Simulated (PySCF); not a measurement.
**Reproducing measurements on C6H10**

**The experiment to reproduce.**

NIST CCCBDB Release 22 (SRD 101), experimental polarizabilities lists, for the gas: mean polarisability 10.9 Å³.

How close the calculation comes is told at the end.

Species: C6H10.
Numbering: `[CH:1]#[C:2][CH2:3][CH2:4][CH2:5][CH3:6]` (hydrogens: H7 on C1; H8, H9 on C3; H10, H11 on C4; H12, H13 on C5; H14, H15, H16 on C6)

Structure used (GFN2-xTB), in Å, numbered top down from 1:
```
atom  x, y, z in Å
C1     2.8614    1.0507    0.0414
C2     2.1603    0.0883    0.1589
C3     1.2892   -1.0641    0.2706
C4    -0.1300   -0.7417   -0.2112
C5    -0.8225    0.2728    0.6950
C6    -2.2169    0.6224    0.1910
H7     3.4842    1.8892   -0.0542
H8     1.2599   -1.3905    1.3147
H9     1.7087   -1.8775   -0.3294
H10   -0.7138   -1.6651   -0.2371
H11   -0.0807   -0.3457   -1.2283
H12   -0.8949   -0.1365    1.7059
H13   -0.2131    1.1778    0.7464
H14   -2.6989    1.3306    0.8609
H15   -2.8363   -0.2703    0.1312
H16   -2.1642    1.0686   -0.7997
```

Runs made with PySCF (gas phase, on this GFN2-xTB geometry; no spin–orbit coupling):

| level | job | basis functions | wall time |
| --- | --- | --- | --- |
| wB97X-D/def2-SVPD | 8 singlets by full TDDFT, 3 Tamm–Dancoff triplets, polarisability | 200 | 49 s |

Hardware: x86-64 server, one thread, no GPU, shared host.

Results beside the measurements:

**Mean polarisability.** Measured: 10.9 Å³ (NIST CCCBDB Release 22 (SRD 101), experimental polarizabilities).

```
            level  computed (Å³)  computed − measured (Å³)  % (from the printed values)
wB97X-D/def2-SVPD          10.45                     -0.45                           -4
```

The computed values are static and purely electronic, with core orbitals frozen in the response (1 au = 0.148185 Å³). The table of measured values doesn't say here whether a value is static or optical, or holds a vibrational part. The measurement averages over conformers, the calculation has one.

The geometry is computed, not the measured one. Where a level misses, the cause wasn't examined.
